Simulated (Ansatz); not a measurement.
## Aluminium, fcc: convergence with Methfessel-Paxton smearing

Computed with Ansatz, r²SCAN, scalar-relativistic PAW, on the relaxed cell (a = 3.993 Å; spin not included). Errors count from a run at 500 eV on a Γ-centred 22×22×22 mesh with Fermi-Dirac smearing of 0.1 eV, extrapolated to zero width. Fixed here: cutoff 500 eV, mesh 14×14×14. The SCF starts from atomic densities corrected by a trained network.

| width (eV) | E(σ→0) error (meV/atom) | F error (meV/atom) | P (GPa) | SCF iterations |
| --- | --- | --- | --- | --- |
| 0.01 | 6.5 | 6.5 | -0.46 | 6 |
| 0.03 | 6.5 | 6.5 | -0.41 | 6 |
| 0.1 | 6.4 | 6.2 | -0.40 | 6 |
| 0.2 | 6.0 | 6.1 | -0.39 | 6 |
| 0.6 | 6.7 | 6.0 | -0.12 | 6 |
| 1.0 | 4.9 | 3.6 | 0.08 | 6 |

Task: What does the run at 0.3 give (width)?

Result: E(σ→0) error (meV/atom): 6.1; F error (meV/atom): 6.3; P (GPa): -0.33; SCF iterations: 6.
